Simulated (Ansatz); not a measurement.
fcc Ag: PBE at its full settings (plane-wave cutoff 520 eV, 24×24×24 k mesh, Fermi–Dirac smearing 0.05 eV, no spin polarisation, scalar-relativistic PAW data made under PBE) and at cheaper ones, in a cell of 1 atom with Γ-centred meshes.

```csv
level and setting,lattice constant a (Å),bulk modulus (GPa)
PBE (Ansatz),4.147,91.5
PBE (Γ point alone) (Ansatz),3.735,435
PBE (2×2×2 k mesh) (Ansatz),4.396,70.9
PBE (4×4×4 k mesh) (Ansatz),4.159,92.7
PBE (6×6×6 k mesh) (Ansatz),4.160,82.1
PBE (Fermi-Dirac smearing of 0.3 eV) (Ansatz),4.151,90.2
```

Largest shifts from the full settings: lattice constant a -9.93 % (PBE (Γ point alone)), against a difference of +2.09 % of the full result from the reference 4.062 Å (measured, static lattice: zero-point anharmonic expansion removed, our sources range from 4.056 to 4.063; as tabulated in Mejia-Rodriguez and Trickey (2018), arXiv:1807.09216); bulk modulus +375 % (PBE (Γ point alone)), against a difference of -16.8 % of the full result from the reference 110 GPa (measured, corrected for temperature and zero-point phonon effects, our sources range from 104 to 111; as tabulated in Levämäki et al. (2014), arXiv:1402.3671).

The full settings aren't shown to be converged themselves.

Ansatz's density-functional and Hartree–Fock values are scalar-relativistic unless marked +SOC, with PAW data made under PBE.

Run with cheap settings on purpose, which may leave them unconverged: PBE (2×2×2 k mesh), PBE (4×4×4 k mesh), PBE (6×6×6 k mesh), PBE (Fermi-Dirac smearing of 0.3 eV), PBE (Γ point alone).

Ansatz is a first-principles code.
